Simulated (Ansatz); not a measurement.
**C3H7S radical: how energies converge with the basis set**

An exercise on one series of results from a longer session: the logs are not shown, and one member is left open.

Computed with Ansatz 0.2.0, Gaussian basis. Level: one geometry, several basis sets.

Levels to be run: PBE0-D4/def2-SVP; ωB97M-V/def2-SVP; PBE0-D4/def2-QZVPP; ωB97M-V/def2-QZVPP; the functionals' def2-TZVPP values are taken from earlier runs.

### The geometry

All runs share one geometry, relaxed beforehand with PBE0-D4 in a triple-zeta def2 set.

SMILES `CC(C)[S]`, 11 atoms, charge 0, spin multiplicity 2.

Atoms are counted from 1 here; the program's logs count them from 0.

Bond lengths: C1–C2 1.521 Å, C1–H5 1.090 Å, C1–H6 1.093 Å, C1–H7 1.094 Å, C2–C3 1.521 Å, C2–S4 1.799 Å, C2–H8 1.101 Å, C3–H9 1.094 Å, C3–H10 1.093 Å, C3–H11 1.090 Å. Angles: C2–C1–H5 111.2°, C2–C1–H6 110.5°, C2–C1–H7 110.3°, H5–C1–H6 108.1°, H5–C1–H7 108.8°, H6–C1–H7 107.8°, C1–C2–C3 112.6°, C1–C2–S4 112.4°, C1–C2–H8 108.6°, C3–C2–S4 112.4°, C3–C2–H8 108.6°, S4–C2–H8 101.5°, C2–C3–H9 110.3°, C2–C3–H10 110.5°, C2–C3–H11 111.2°, H9–C3–H10 107.8°, H9–C3–H11 108.8°, H10–C3–H11 108.1°.

As a file:

```tsv
atom	x (Å)	y (Å)	z (Å)
C1	-0.4665	0.9746	-0.7039
C2	-0.0580	-0.4466	-0.3461
C3	0.6418	-0.5310	1.0022
S4	-1.4246	-1.6087	-0.4837
H5	-0.9257	1.0166	-1.6918
H6	-1.1870	1.3607	0.0214
H7	0.4058	1.6346	-0.6930
H8	0.6283	-0.8206	-1.1220
H9	1.5164	0.1260	1.0178
H10	-0.0298	-0.2127	1.8034
H11	0.9647	-1.5499	1.2164
```

Set-up of the first run:

in.yaml

```yaml
crystal:
  periodic: [false, false, false]
  atoms:
    - {symbol: C, position_ang: [-0.466537, 0.974568, -0.703943]}
    - {symbol: C, position_ang: [-0.058035, -0.446592, -0.346120]}
    - {symbol: C, position_ang: [0.641758, -0.530955, 1.002151]}
    - {symbol: S, position_ang: [-1.424554, -1.608685, -0.483687]}
    - {symbol: H, position_ang: [-0.925739, 1.016636, -1.691778]}
    - {symbol: H, position_ang: [-1.186962, 1.360658, 0.021385]}
    - {symbol: H, position_ang: [0.405825, 1.634634, -0.692991]}
    - {symbol: H, position_ang: [0.628292, -0.820581, -1.121956]}
    - {symbol: H, position_ang: [1.516374, 0.126023, 1.017839]}
    - {symbol: H, position_ang: [-0.029777, -0.212693, 1.803354]}
    - {symbol: H, position_ang: [0.964655, -1.549911, 1.216446]}
basis:
  gaussian: {orbitals: def2-SVP}
magnetization: {spin_polarized: true, initial_magnetization: 1}
hamiltonian: {xc: pbe0, dispersion: d4}
output: {orbitals: {seedname: orbitals}}
```

On the command line:

```
> ansatz run in.yaml --threads 4 --pin off --events-out ev --progress --plain --max-ram 10444MiB
```

Steps of the session up to this table: PBE0-D4 in def2-SVP; ωB97M-V in def2-SVP; PBE0-D4 in def2-QZVPP; ωB97M-V in def2-QZVPP.

One table of the session follows, with a row left open; its other results are not shown here.

It belongs to the step «Density functionals: the series». 

```
functional       basis  HOMO (eV)  LUMO (eV)
   PBE0-D4    def2-SVP      -6.34      -3.55
   PBE0-D4  def2-TZVPP          ?          ?
   PBE0-D4  def2-QZVPP      -6.57      -3.72
   ωB97M-V    def2-SVP      -8.57      -1.47
   ωB97M-V  def2-TZVPP      -8.77      -1.72
   ωB97M-V  def2-QZVPP      -8.81      -1.80
```

Estimate the missing values for PBE0-D4, def2-TZVPP.

As computed: HOMO (eV): -6.53; LUMO (eV): -3.68. In the column «HOMO (eV)» it lies between PBE0-D4, def2-QZVPP (-6.57) and PBE0-D4, def2-SVP (-6.34).
